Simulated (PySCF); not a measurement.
**SMILES C[C@H]1S[C@@H]1CF, C₄H₇FS**

Geometry:
```csv
atom,x (Å),y (Å),z (Å)
C1,1.932,-0.120,0.285
C2,0.637,0.036,-0.459
S3,-0.093,-1.438,-1.223
C4,-0.642,-0.410,0.151
C5,-1.906,0.380,-0.069
F6,-1.982,1.400,0.851
H7,2.059,0.717,0.972
H8,1.937,-1.047,0.854
H9,2.770,-0.132,-0.408
H10,0.587,0.909,-1.104
H11,-0.585,-0.892,1.122
H12,-1.921,0.838,-1.063
H13,-2.797,-0.242,0.072
```

Method: TDDFT wB97X-D/def2-SVPD circular dichroism and optical rotation, one conformer, gas phase in PySCF. Geometry: GFN2-xTB.

The molecule is flexible and this is one conformer; a measurement averages over conformers. States above about 8.7 eV (minus the energy of the highest occupied orbital) lie near or above the ionisation threshold and depend on the basis.

(1) Draw the ECD and absorption spectra from the lowest 12 states, each a Gaussian of half-width 0.25 eV at 1/e height.

Answers

(1) 
| E (eV) | λ (nm) | Δε (L mol⁻¹ cm⁻¹) | ε (L mol⁻¹ cm⁻¹) |
| --- | --- | --- | --- |
| 4.45 | 278 | -0.01 | 0.0831 |
| 4.60 | 269 | -0.06 | 0.639 |
| 4.75 | 261 | -0.22 | 2.39 |
| 4.90 | 253 | -0.40 | 4.36 |
| 5.05 | 245 | -0.36 | 3.86 |
| 5.20 | 238 | -0.15 | 1.67 |
| 5.35 | 232 | -0.03 | 0.351 |
| 5.50 | 225 | 0.00 | 0 |
| 5.65 | 219 | 0.00 | 0.0512 |
| 5.80 | 214 | 0.00 | 1.68 |
| 5.95 | 208 | -0.07 | 27.9 |
| 6.10 | 203 | -0.53 | 225 |
| 6.25 | 198 | -2.09 | 883 |
| 6.40 | 194 | -4.00 | 1690 |
| 6.55 | 189 | -3.74 | 1580 |
| 6.70 | 185 | -1.84 | 860 |
| 6.85 | 181 | -1.50 | 1220 |
| 7.00 | 177 | -4.10 | 3810 |
| 7.15 | 173 | -6.77 | 6730 |
| 7.30 | 170 | -3.13 | 6600 |
| 7.45 | 166 | +7.74 | 5300 |
| 7.60 | 163 | +17.01 | 5000 |
| 7.75 | 160 | +13.47 | 4430 |
| 7.90 | 157 | -1.59 | 4370 |
| 8.05 | 154 | -13.40 | 4510 |
| 8.20 | 151 | -10.00 | 3870 |
| 8.35 | 148 | +18.23 | 5150 |
| 8.50 | 146 | +63.72 | 9470 |
| 8.65 | 143 | +81.15 | 12200 |

Δε uses R in velocity form, ε uses f in length form. Only the states computed contribute, so the short-wavelength end is incomplete.
